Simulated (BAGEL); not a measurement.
# HF/6-31G(d) (density fitting with cc-pvqz-jkfit, spherical functions) run of C2ClF3 (chlorotrifluoroethylene)

Aim: the energy change on altering one bond length of C2ClF3 (chlorotrifluoroethylene) at HF/6-31G* (density fitting with cc-pvqz-jkfit, spherical functions), from 2 runs. 

Program for the calculation: BAGEL 1.2.2.

1 further run of the same task is left out (set aside as unsound or not needed).

### Step 1. Starting point

The species is C2ClF3 (6 atoms), meant as a singlet with charge 0. SMILES: `FC(F)=C(F)Cl`. Geometry: relaxed at PBE0-D4/def2-TZVP.

Bond lengths: F1–C2 1.308 Å, C2–F3 1.307 Å, C2–C4 1.324 Å, C4–F5 1.324 Å, C4–Cl6 1.693 Å. Angles: F1–C2–F3 112.6°, F1–C2–C4 123.3°, F3–C2–C4 124.1°, C2–C4–F5 120.3°, C2–C4–Cl6 123.9°, F5–C4–Cl6 115.8°.

### Step 2. A single-point energy at HF/6-31G(d) (density fitting with cc-pvqz-jkfit, spherical functions)

Input file calc.json:

```json
{ "bagel" : [

{
  "title" : "molecule",
  "basis" : "6-31gs.json",
  "df_basis" : "cc-pvqz-jkfit",
  "angstrom" : "true",
  "geometry" : [
    { "atom" : "F", "xyz" : [    0.754980,   -1.638860,    0.121480 ] },
    { "atom" : "C", "xyz" : [   -0.084770,   -0.642210,    0.238150 ] },
    { "atom" : "F", "xyz" : [   -1.171340,   -0.974840,    0.883330 ] },
    { "atom" : "C", "xyz" : [    0.149100,    0.567290,   -0.247440 ] },
    { "atom" : "F", "xyz" : [    1.278540,    0.821980,   -0.890380 ] },
    { "atom" : "Cl", "xyz" : [   -0.926530,    1.866650,   -0.105120 ] }
  ]
},
{ "title" : "hf" },
{ "title" : "print", "file" : "orbitals.molden", "orbitals" : "true" }

]}
```

The basis set 6-31G* is read from a file made from the Basis Set Exchange's data (not shown).

Started as:

```
$ BAGEL_NUM_THREADS=1 BAGEL calc.json > calc.out
```

The program printed:

```text
* using 1 threads per process

  ===============================================================
  ===============================================================

  *** Geometry ***

  { "atom" : "F", "xyz" : [      1.426705,     -3.096997,      0.229564 ] },
  { "atom" : "C", "xyz" : [     -0.160192,     -1.213601,      0.450038 ] },
  { "atom" : "F", "xyz" : [     -2.213512,     -1.842181,      1.669252 ] },
  { "atom" : "C", "xyz" : [      0.281758,      1.072023,     -0.467594 ] },
  { "atom" : "F", "xyz" : [      2.416090,      1.553317,     -1.682574 ] },
  { "atom" : "Cl", "xyz" : [     -1.750888,      3.527457,     -0.198648 ] },

  Number of auxiliary basis functions:      678

  Since a DF basis is specified, we compute 2- and 3-index integrals:
    o Being stored without compression. Storage requirement is 0.042 GB

  Number of basis functions:       88
  Number of electrons      :       56

    * METHOD: MOLECULE                             0.83

  *** RHF ***

  === Nuclear Repulsion ===
   295.7452762876

      * DIIS with orbital gradients will be used.

  === RHF iteration (6-31gs.json) ===
      0       -833.24239395          0.02021928           0.21
      1       -833.37047408          0.01387299           0.20
      2       -833.45487854          0.00127518           0.20
      3       -833.45639848          0.00028443           0.20
      4       -833.45646310          0.00011871           0.20
      5       -833.45647600          0.00002906           0.20
      6       -833.45647713          0.00000580           0.20
      7       -833.45647717          0.00000142           0.20
      8       -833.45647717          0.00000050           0.20
      9       -833.45647717          0.00000024           0.20
     10       -833.45647717          0.00000007           0.20
     11       -833.45647717          0.00000002           0.20
     12       -833.45647717          0.00000001           0.20
    * SCF iteration converged.

    * Permanent dipole moment:
           (    0.168111,    -0.007272,    -0.081948) a.u.

    * METHOD: HF                                   3.00

    * METHOD: PRINT                                0.04

  ===============================================================
```

Run time: 4.2 s. Hardware: 1 thread of Arm Neoverse N1, shared host; peak memory 0.16 GiB.

### Step 3. The distorted shape, same level

Input file hf.json:

```json
{ "bagel" : [

{
  "title" : "molecule",
  "basis" : "6-31gs.json",
  "df_basis" : "cc-pvqz-jkfit",
  "angstrom" : true,
  "geometry" : [
    { "atom" : "F", "xyz" : [    0.585555,   -1.677065,    0.217926 ] },
    { "atom" : "C", "xyz" : [   -0.254195,   -0.680415,    0.334596 ] },
    { "atom" : "F", "xyz" : [   -1.340765,   -1.013045,    0.979776 ] },
    { "atom" : "C", "xyz" : [   -0.020325,    0.529085,   -0.150994 ] },
    { "atom" : "F", "xyz" : [    1.278540,    0.821980,   -0.890380 ] },
    { "atom" : "Cl", "xyz" : [   -1.095955,    1.828445,   -0.008674 ] }
  ]
},
{ "title" : "hf" },
{ "title" : "print", "file" : "orbitals.molden", "orbitals" : true }

]}
```

The basis set 6-31G* is read from a file made from the Basis Set Exchange's data (not shown).

Started as:

```
$ BAGEL_NUM_THREADS=1 BAGEL hf.json > hf.out
```

The program printed:

```text
* using 1 threads per process

  ===============================================================
  ===============================================================

  *** Geometry ***

  { "atom" : "F", "xyz" : [      1.106539,     -3.169194,      0.411820 ] },
  { "atom" : "C", "xyz" : [     -0.480359,     -1.285798,      0.632295 ] },
  { "atom" : "F", "xyz" : [     -2.533679,     -1.914378,      1.851508 ] },
  { "atom" : "C", "xyz" : [     -0.038409,      0.999826,     -0.285337 ] },
  { "atom" : "F", "xyz" : [      2.416090,      1.553317,     -1.682574 ] },
  { "atom" : "Cl", "xyz" : [     -2.071055,      3.455260,     -0.016391 ] },

  Number of auxiliary basis functions:      678

  Since a DF basis is specified, we compute 2- and 3-index integrals:
    o Being stored without compression. Storage requirement is 0.042 GB

  Number of basis functions:       88
  Number of electrons      :       56

    * METHOD: MOLECULE                             0.81

  *** RHF ***

  === Nuclear Repulsion ===
   288.9504523442

      * DIIS with orbital gradients will be used.

  === RHF iteration (6-31gs.json) ===
      0       -833.17526693          0.02168018           0.21
      1       -833.30693455          0.01608887           0.20
      2       -833.42631740          0.00153319           0.20
      3       -833.42843937          0.00061426           0.20
      4       -833.42868202          0.00015433           0.20
      5       -833.42871484          0.00003822           0.20
      6       -833.42871715          0.00000954           0.20
      7       -833.42871726          0.00000303           0.20
      8       -833.42871727          0.00000122           0.20
      9       -833.42871727          0.00000051           0.20
     10       -833.42871727          0.00000018           0.20
     11       -833.42871727          0.00000006           0.20
     12       -833.42871727          0.00000003           0.20
     13       -833.42871727          0.00000001           0.20
     14       -833.42871727          0.00000001           0.20
    * SCF iteration converged.

    * Permanent dipole moment:
           (    0.474422,     0.105589,    -0.269648) a.u.

    * METHOD: HF                                   3.40

    * METHOD: PRINT                                0.04

  ===============================================================
```

Wall time 4.5 s (1 thread of Arm Neoverse N1, shared host); peak memory 0.16 GiB.

### Step 4. Outcome

At HF/6-31G* (density fitting with cc-pvqz-jkfit, spherical functions):

| quantity | value |
| --- | --- |
| first shape: total energy | -833.45648 Eh |
| first shape: dipole moment | 0.48 D |
| first shape: HOMO energy | -10.38 eV |
| first shape: LUMO energy | 4.82 eV |
| first shape: HOMO–LUMO gap | 15.20 eV |
| distorted shape: total energy | -833.42872 Eh |
| distorted shape: dipole moment | 1.41 D |
| distorted shape: HOMO energy | -10.82 eV |
| distorted shape: LUMO energy | 4.36 eV |
| distorted shape: HOMO–LUMO gap | 15.19 eV |
| energy change with the C4–F5 bond stretched from 1.324 to 1.523 Å | 0.755 eV |

In words: With the C4–F5 bond stretched from 1.324 to 1.523 Å the energy rises by 0.76 eV (17.4 kcal/mol). The first shape isn't relaxed at this level, so the change isn't measured from a minimum.
